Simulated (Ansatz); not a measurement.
C4H4, SMILES `C=C1C=C1` from Hartree–Fock to CCSD(T)

```xyz
8

C    -1.078    0.176   -0.982
C    -0.106    0.017   -0.096
C     1.187    0.318    0.442
C     0.470   -0.588    1.067
H    -1.992   -0.399   -0.911
H    -0.978    0.884   -1.794
H     2.106    0.879    0.391
H     0.392   -1.287    1.884
```

The species carries charge 0 and has multiplicity 1. All single points use the PBE0-D4/def2-TZVP geometry. Frozen core, restricted reference, Ansatz. CBS rows extrapolate triple and quadruple zeta; past MP2 they add the triple-zeta difference.

```csv
basis,HF (Eh),MP2 corr.
def2-SVP,-153.55952,-0.51335
def2-TZVPP,-153.73086,-0.62078
def2-QZVPP,-153.73752,-0.66085
```

Question: Estimate the CCSD correlation energy and the (T) correction in each basis where they were run (hartree).

Answer: 
| basis | CCSD corr. | (T) |
| --- | --- | --- |
| def2-SVP | -0.54585 | -0.02263 |
| def2-TZVPP | -0.64452 | -0.03271 |
| CBS(def2) | -0.71427 | as TZ |
